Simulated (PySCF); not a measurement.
A PySCF script (with the pyscf-properties extension) for the NMR shieldings of SMILES F[SiH], FHSi, on a PBE0-D3(BJ)/def2-SVP geometry:

```python
import basis_set_exchange as bse
import numpy as np
from pyscf import gto, dft
from pyscf.prop import nmr

atoms = """
F     1.234779   -0.290615   -0.006030
Si   -0.067958    0.698908   -0.025215
H    -1.143860   -0.413374    0.006135
"""
names = dict.fromkeys(["F", "Si", "H"], "pcSseg-2")
basis = {el: gto.basis.parse(bse.get_basis(n, elements=[el], fmt="nwchem")) for el, n in names.items()}
mol = gto.M(atom=atoms, basis=basis, charge=0, verbose=0)
mf = dft.RKS(mol, xc="PBE0")
mf.grids.level = 2
mf.grids.alignment = dft.numint.BLKSIZE   # the property module wants whole blocks of grid points
mf.conv_tol = 1e-9
mf.kernel()

calc = nmr.RKS(mf)   # GIAO
C = mf.mo_coeff
Co = C[:, mf.mo_occ > 0]
resp = mf.gen_response(singlet=True, hermi=2)
def vind(x):   # induced exchange potential for any number of trial vectors
    d = np.einsum("pi,xij,qj->xpq", C, 2 * x.reshape(-1, C.shape[1], Co.shape[1]), Co, optimize=True)
    return np.einsum("xpq,pi,qj->xij", resp(d - d.transpose(0, 2, 1)), C, Co, optimize=True).ravel()
mo1, _ = nmr.rhf.solve_mo1(calc, with_cphf=vind)
sigma = calc.kernel(mo1)
for i, s in enumerate(sigma):   # ppm
    print("%2d %-2s %9.2f" % (i, mol.atom_pure_symbol(i), np.trace(s) / 3))
```

Question: What are the results?

Answer: 
```
 0 F      54.74
 1 Si   -136.58
 2 H      22.02
```

These numbers come from an equivalent density-fitted implementation of the same equations, which agrees with the script to about 0.01 ppm for H and up to a few tenths of a ppm for heavy atoms, so last digits may differ.

Question: Turn these shieldings into chemical shifts. Scale: $^{19}$F (σref 175.81) against CFCl3; $^{29}$Si (σref 341.29), $^{1}$H (σref 31.25) against TMS (reference shieldings calculated alike).

Answer: Averaging equivalent atoms: F 0: 121.1; Si 1: 477.9; H 2: 9.22 ppm. Unscaled 19F shifts against computed CFCl3 carry errors that often reach 10 to 50 ppm.

Size and cost of the density-fitted run: 93 basis functions, 1.5 s wall time on 1 thread of an x86-64 server CPU, shared host.
